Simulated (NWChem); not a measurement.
System: BCl$_{3}$; SMILES ClB(Cl)Cl

NWChem input:

```
start job
memory heap 200 mb stack 900 mb global 1100 mb
geometry units angstroms
  B      0.000000     0.000000     0.000000
  Cl     0.876170     1.505687     0.000000
  Cl     0.865878    -1.511629     0.000000
  Cl    -1.742048     0.005942     0.000000
end
basis spherical
  * library 3-21g
end
dft
  xc hfexch
  iterations 150
end
driver
  maxiter 120
end
task dft optimize
task dft freq
```

The level has its own optimisation; frequencies are unscaled.

Question: What results follow from this input? (Hartree-Fock/3-21G.) Quantities: r B–Cl (Å); highest harmonic frequency (cm⁻¹); lowest (cm⁻¹); zero-point energy (kcal/mol).

Answer: 
- r B–Cl (Å): 1.771
- highest harmonic frequency (cm⁻¹): 918
- lowest (cm⁻¹): 273
- zero-point energy (kcal/mol): 4.7
